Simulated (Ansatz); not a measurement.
Geometry optimisation, UKS PBE/def2-SVP in Ansatz.

input.yaml

```yaml
crystal:
  periodic: [false, false, false]
  atoms:
    - { symbol: B, position_ang: [3.0e-05, 0.004091, -0.104713] }
    - { symbol: F, position_ang: [-0.011624, -0.061918, 1.21989] }
    - { symbol: H, position_ang: [1.080745, 0.025861, -0.662806] }
    - { symbol: H, position_ang: [-1.073403, 0.013312, -0.678666] }
    - { symbol: O, position_ang: [0.016485, 0.012619, 3.656856] }
    - { symbol: H, position_ang: [-0.526634, -0.795066, 3.486539] }
magnetization:
  spin_polarized: true
  initial_magnetization: 1
basis:
  gaussian: { orbitals: def2-SVP }
hamiltonian:
  xc: pbe
relax:
  f_tol: 0.03
  max_steps: 50
```

Command:

```bash
$ ansatz run input.yaml --threads 1 --pin off --max-ram 2048MiB --backend cpu --events-out ev --progress --plain --runs-dir out
```

**Question.** Where does it end, and by what steps?

**Answer.** The run converged. After 33 steps the energy has fallen by 2.807 eV; F2 moved furthest, 1.56 Å. Joined: B1–O5 (3.76 → 1.39 Å).

| step | energy less start (eV) | largest force component (eV/Å) | accepted |
| --- | --- | --- | --- |
| 0 | 0.0000 | 0.220 | yes |
| 2 | -0.0156 | 0.791 | no |
| 4 | -0.0402 | 0.129 | yes |
| 6 | -0.0626 | 0.150 | yes |
| 8 | -0.0643 | 0.872 | no |
| 10 | -0.0840 | 0.548 | no |
| 12 | -0.0939 | 0.128 | yes |
| 14 | -0.1101 | 0.223 | yes |
| 16 | -0.1438 | 0.802 | yes |
| 18 | -0.1750 | 0.377 | yes |
| 20 | -0.2311 | 0.316 | yes |
| 22 | -0.3847 | 1.087 | yes |
| 24 | -1.3086 | 2.966 | yes |
| 26 | -1.4570 | 14.110 | no |
| 28 | -2.7580 | 0.344 | yes |
| 30 | -2.8016 | 0.338 | yes |
| 32 | -2.8066 | 0.045 | yes |
| 33 | -2.8066 | 0.004 | yes |

```xyz
6
Properties=species:S:1:pos:R:3
B -0.080 -0.177 0.906
F -0.237 -1.511 0.674
H 0.831 0.395 0.175
H -0.752 0.594 0.102
O -0.078 0.309 2.206
H -0.198 -0.412 2.854
```

Time of the run: 76 s on 1 thread of Intel(R) Xeon(R) Platinum 8488C (Sapphire Rapids), on a shared host, peak memory 0.16 GiB.
